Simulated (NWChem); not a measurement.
# quartet CF at 6 levels

Wanted: a comparison of 6 runs (UHF/STO-3G, UHF/3-21G, UB3LYP/6-31G*, UB3LYP/cc-pVTZ, UM06-2X/cc-pVTZ) of quartet CF. 

The calculation is run with NWChem 7.3.0.

27 further runs of the same task are left out: 27 set aside as unsound or not needed.

## Step 1: The molecule

CF has 2 atoms, charge 0, and is taken as a quartet. As SMILES of the parent species, `[C]F`. The shape is that of a PBE0-D4/def2-TZVP optimisation. That shape belongs to the parent species and isn't relaxed for this state.

Bond lengths: C1–F2 1.268 Å.

## Step 2: The energy at UHF/STO-3G (run 1)

mymol.nw reads:

```
start mymol
title "CF"
memory 2200 mb

geometry noautosym nocenter noautoz
 C      0.000000     0.000000     0.003080
 F      0.000000     0.000000     1.271320
end

basis spherical bse
 * library STO-3G
end

scf
 quartet
 uhf
 thresh 1e-08
 maxiter 80
end

task scf energy
```

Run with:

```console
$ nwchem mymol.nw > mymol.out
```

Standard output:

```text
[...]
  functions       =    10
[...]
  wavefunction    = UHF
[...]
         Total SCF energy =   -135.226846738364
      One electron energy =   -233.591254191504
      Two electron energy =     75.832732497309
 Nuclear repulsion energy =     22.531674955831
                       Sz =      1.5000
                 Sz(Sz+1) =      3.7500
                      S^2 =      3.7515
[...]
```

Wall time 0.72 s (1 thread of Intel Xeon 6975P-C (Granite Rapids), shared host); peak memory 0.098 GiB.

## Step 3: The energy at UHF/3-21G (run 2)

test.nw reads:

```
start test
title "CF"
memory total 2200 mb
geometry noautosym nocenter noautoz
 C      0.000000     0.000000     0.003080
 F      0.000000     0.000000     1.271320
end
basis spherical bse
 C library 3-21G
 F library 3-21G
end
scf
 quartet
 uhf
 thresh 1e-08
 maxiter 80
end
task scf energy
```

Run with:

```console
$ nwchem test.nw > test.out
```

Standard output:

```text
[...]
  functions       =    18
[...]
  wavefunction    = UHF
[...]
         Total SCF energy =   -136.340742922690
      One electron energy =   -233.443286965845
      Two electron energy =     74.570869087323
 Nuclear repulsion energy =     22.531674955831
                       Sz =      1.5000
                 Sz(Sz+1) =      3.7500
                      S^2 =      3.7541
[...]
```

It took 0.83 s on 1 thread of Intel Xeon 6975P-C (Granite Rapids), shared host; peak memory 0.098 GiB.

Runs 3 to 5 aren't shown in full; the table further down has their settings and results.

## Step 4: A single-point energy at UM06-2X/cc-pVTZ (run 6)

run.py reads:

```python
from ase import Atoms
from ase.calculators.nwchem import NWChem

mol = Atoms(['C', 'F'], positions=[
    [-0.000000, 0.000000, 0.003080],
    [0.000000, -0.000000, 1.271320],
])

calc = NWChem(
    label='mol',
    theory='dft',
    memory='2200 mb',
    basis='cc-pVTZ',
    basispar='spherical bse',
    dft={'xc': 'm06-2x', 'mult': '4', 'grid': 'xfine', 'convergence': 'energy 1e-08', 'iterations': '100', 'mulliken': None},
    task='energy',
)
mol.calc = calc

print(f"energy = {mol.get_potential_energy():.6f} eV")
```

Run with:

```console
$ export ASE_NWCHEM_COMMAND="nwchem PREFIX.nwi > PREFIX.nwo"
$ python run.py
```

Standard output:

```text
energy = -3745.740432 eV
```

The calculator wrote mol.nwi:

```
title "mol"

permanent_dir mol

scratch_dir mol

start mol

geometry units angstrom nocenter noautosym noautoz
  C  -0.0000000000000000e+00 0.0000000000000000e+00 3.0799999999999998e-03
  F  0.0000000000000000e+00 -0.0000000000000000e+00 1.2713200000000000e+00
end

memory 2200 mb

basis spherical bse noprint
   * library cc-pVTZ
end

dft
  xc m06-2x
  mult 4
  grid xfine
  convergence energy 1e-08
  iterations 100
  mulliken
end

task dft energy
```

mol.nwo:

```text
Northwest Computational Chemistry Package (NWChem) 7.3.0
             --------------------------------------------------------

           Job information
           ---------------

    nwchem branch   = 7.3.0
    use scalapack   = T
    input           = mol.nwi
    prefix          = mol.
    data base       = mol/mol.db
    status          = startup
    nproc           =        1

           Memory information
           ------------------

[... 5 lines left out ...]
    hardfail = no
[... 34 lines left out ...]
            Nuclear Dipole moment (a.u.)
[... 55 lines left out ...]
          Convergence on density requested:  1.00D-05
[... 24 lines left out ...]
          Convergence aids based upon iterative change in
[... 29 lines left out ...]
 2-e energy   =      74.461414
[... 60 lines left out ...]
           Coulomb energy =       89.801803825733
[... 443 lines left out ...]
                     DFT Final Beta Molecular Orbital Analysis
[... 508 lines left out ...]
     Multipole analysis of the density
     ---------------------------------

     L   x y z        total         alpha         beta         nuclear
     -   - - -        -----         -----         ----         -------
     0   0 0 0     -0.000000     -9.000000     -6.000000     15.000000

     1   1 0 0      0.000000     -0.000000      0.000000      0.000000
[... 8 lines of this table left out ...]
     2   0 0 2     -7.944182    -31.932706    -27.957419     51.945943

 Task  times  cpu:       10.0s     wall:       10.0s
 Total times  cpu:       10.1s     wall:       10.1s
```

Wall time 11 s (1 thread of Intel Xeon 6975P-C (Granite Rapids), shared host); peak memory 0.11 GiB.

## Step 5: Overview of the runs

```
run                                level  iteration cap  module  energy (Eh)  dipole moment (D)  HOMO energy (eV)  LUMO energy (eV)  wall time
  1                           UHF/STO-3G             80     scf  -135.226847               0.88             -8.16              5.00     0.72 s
  2                            UHF/3-21G             80     scf  -136.340743               1.35            -11.26              0.49     0.83 s
  3  UB3LYP/6-31G* (spherical functions)            100     dft  -137.634844                  –                 –                 –        3 s
  4  UB3LYP/6-31G* (Cartesian functions)            100     dft  -137.636966               0.49             -5.89             -5.81      3.9 s
  5                       UB3LYP/cc-pVTZ            100     dft  -137.696356               0.44             -6.33             -6.24       12 s
  6                      UM06-2X/cc-pVTZ            100     dft  -137.653423               0.50             -8.13                 –       11 s
```

## Step 6: Outcome

| quantity | value |
| --- | --- |
| run 6: total energy | -137.65342 Eh |
| run 6: dipole moment | 0.50 D |
| run 6: HOMO energy (highest over α and β) | -8.13 eV |
| run 6: ⟨S²⟩ | 3.755 |

In words: Over runs 1, 2, 4, 5, 6 the dipole moment (its size) runs from 0.44 D (UB3LYP/cc-pVTZ) to 1.35 D (UHF/3-21G). The two ends differ in method and basis. Totals of different functionals can't be ranked against each other. In run 1 the basis is minimal, so the values are rough. All runs together took 32 s, the longest 12 s.
